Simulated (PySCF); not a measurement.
Input of a run (PBE0-D3(BJ)/def2-SVP geometry optimisation, gas phase (PySCF 2.14.0)), started from GFN2-xTB:
```
{"job": {"xc": "PBE0", "basis": "def2-SVP", "d3": "d3bj", "grid": 1, "kind": "geom"}, "charge": 0, "multiplicity": 1}
C     -1.224007     0.269233     0.133043
B      0.045547    -0.646654    -0.006511
P      1.729780    -0.067133     0.559306
H     -2.040197    -0.242712     0.641628
H     -1.042492     1.211555     0.647360
H     -1.604044     0.510817    -0.861020
H     -0.068771    -1.754339    -0.376062
H      2.515526    -0.524172    -0.479662
H      1.702218     1.249397     0.143978
```

Output (energies in Eh, forces in Eh/bohr):
```
step   0  E = -407.53383264  max force = 0.019885
step   1  E = -407.53706560  max force = 0.005510
step   2  E = -407.53720296  max force = 0.001508
step   3  E = -407.53722630  max force = 0.000864
step   4  E = -407.53723376  max force = 0.000500
step   5  E = -407.53723713  max force = 0.000279
optimisation converged
```

Summarise the run.

The energy falls by 2.1 kcal/mol over 6 energy and gradient evaluations, the largest force component goes from 0.0199 to 2.8e-04 Eh/bohr, and the atoms move by 0.065 Å rms after alignment. The bond that changes most is P3–H9 (three-coordinate phosphorus to P–H hydrogen), which lengthens by 0.041 Å. Bonds longer at the end by more than 0.005 Å: 7 of 8; shorter: 1. Among the angles that change most is H8–P3–H9, from 95.8° to 99.5°. The energy never rose by more than 1e-6 Eh on the way. The first step brought 95 % of the lowering.

What are the final bond lengths?

C1–B2 1.562 Å, B2–P3 1.881 Å, C1–H4 1.103 Å, C1–H5 1.099 Å, C1–H6 1.107 Å, B2–H7 1.212 Å, P3–H8 1.420 Å, P3–H9 1.421 Å. Numbering counts from 1 in the input's order; the species is `CBP` (CH6BP).

The run used 76 basis functions and 35 SCF cycles in all. Time: 8.4 s of wall time. Hardware: Arm Neoverse V1, one thread, on a shared host.

PBE0-D3(BJ)/def2-SVP frequencies: not computed here. The numbers are those of one conformer.

Conformer computed: `[CH3:1][BH:2][PH2:3]`: H–P3–B2–C1 -143°, H–P3–B2–C1 -40°.
